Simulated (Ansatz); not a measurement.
## Worked example: correlation energy of PH, triplet

Geometry: that of the PH⁻, quartet, kept fixed.

| atom | x (Å) | y (Å) | z (Å) |
| --- | --- | --- | --- |
| P | 0.0000 | 0.0000 | 0.0000 |
| H | 0.0000 | 0.0000 | 1.5586 |

Basis aug-cc-pVTZ; Ansatz 0.2.0. Only valence electrons are correlated (noble-gas cores frozen), which leaves 6 electrons in 68 orbitals. R marks a restricted (for open shells ROHF) determinant, U an unrestricted one.

Full CI isn't at hand for all of this; UCCSDT(Q) serves as the reference, and is uncertain by the last step of the cluster series or more.

UCCSD has a T1 diagnostic of 0.018 and a largest doubles amplitude of 0.04.

Runs differ by some tens of microhartree through their thresholds and, for an open shell, their frozen cores, so steps under 0.03 kcal/mol mean nothing.

```csv
level,total energy (hartree)
UHF,-341.291389
UMP2,-341.400319
UCCSD,-341.424899
UCCSD(T),-341.429944
UCCSDT,-341.430942
UCCSDT(Q),-341.431104
```

Question: What is the correlation energy at UCCSDT(Q), and what share of it do UMP2 and UCCSD recover?

Answer: E(corr) = -341.431104 − (-341.291389) = -0.139715 hartree = -3.802 eV. UMP2: -0.108930 / -0.139715 = 77.97 %. UCCSD: -0.133510 / -0.139715 = 95.56 %.

Question: By how many kcal/mol does UCCSD(T) miss UCCSDT(Q) (1 hartree = 627.509 kcal/mol), and which steps make up the rest?

Answer: -341.429944 − (-341.431104) = 0.001160 hartree = 0.73 kcal/mol. Steps: UCCSDT − UCCSD(T) = -0.63, UCCSDT(Q) − UCCSDT = -0.10 kcal/mol. That is within 1 kcal/mol of the reference in this basis, which itself misses far more of the correlation at the basis-set limit.
